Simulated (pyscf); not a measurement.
Thermochemistry of product channels of HO–SiH(OH)–OH + OH• on the doublet surface, in kcal/mol, from ωB97M-D3(BJ)/def2-TZVP energies (ideal gas, 1 atm, RRHO with modes under 100 cm⁻¹ raised to 100, one conformer, R ln 2 for chiral ones without a mode under 150 cm⁻¹). Single points on ωB97X-D3(BJ)/def2-SVP structures (PySCF, gas phase).

```tsv
products	ΔE	ΔH(298 K)	ΔG(600 K)	ΔG(1200 K)
HO–Si(OH)(OH)–OH + H•	[?]	-40.2	-32.9	[?]
HO–Si•(OH)–OH + H₂O	-19.2	-17.0	-17.7	-17.9
```

Problem. Some entries are withheld; supply them.

Solution. 
- HO–Si(OH)(OH)–OH + H•, ΔE: -38.9
- HO–Si(OH)(OH)–OH + H•, ΔG(1200 K): -27.3

These are energies of the channels, which say nothing of barriers. Left out: orbital degeneracy and the spin-orbit lowering of OH.
